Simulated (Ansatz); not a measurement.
**1T (CdI2-type) TiTe2**

Level of theory: PBEsol (Ansatz, a program for electronic structure, PAW).

Numerical settings: plane-wave cutoff 500 eV, 12×12×6 k mesh (along the axes of the cell as run), Fermi–Dirac smearing 0.05 eV, no spin polarisation, scalar-relativistic PAW data made under PBE.

Cell: relaxed at this level.

For 1T (CdI2-type) TiTe2, the volume per atom is 25.41 Å³/atom. The lattice constant a is 3.698 Å. The c axis length is 6.436 Å and the band gap is none.

Note: the cell comes from a level without a dispersion term, which matters for the spacing of layers, chains or molecules; the volume lies 5 % below that of the published cell.

Spin–orbit coupling is not included.
